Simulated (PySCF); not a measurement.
**Rotational lines of NaCl**

Lines J+1 ← J of the vibrational ground state, computed from PBE0 constants of NaCl, ¹Σ⁺ (singlet), closed shell (basis Na def2-TZVP, Cl def2-TZVP; no relativity; PySCF 2.14; masses 22.9898 and 34.9689 u), in MHz:

```json
{"J": "0", "ν (MHz)": "13058.9"}
{"J": "1", "ν (MHz)": "26117.6"}
{"J": "2", "ν (MHz)": "39175.9"}
{"J": "3", "ν (MHz)": "52233.4"}
{"J": "4", "ν (MHz)": "65290.1"}
```

Task: Find B0 and the effective bond length r0; with αe = 0.00164 cm⁻¹, find Re.

Result: ν = 2B0(J+1) − 4D(J+1)³ gives B0 = 0.21780 cm⁻¹. With the reduced mass μred = 13.871 u, r0 = √(16.8576/(μred·B0)) (u, cm⁻¹, Å) = 2.3622 Å. Be = B0 + αe/2 = 0.21862 cm⁻¹ gives Re = 2.358 Å.
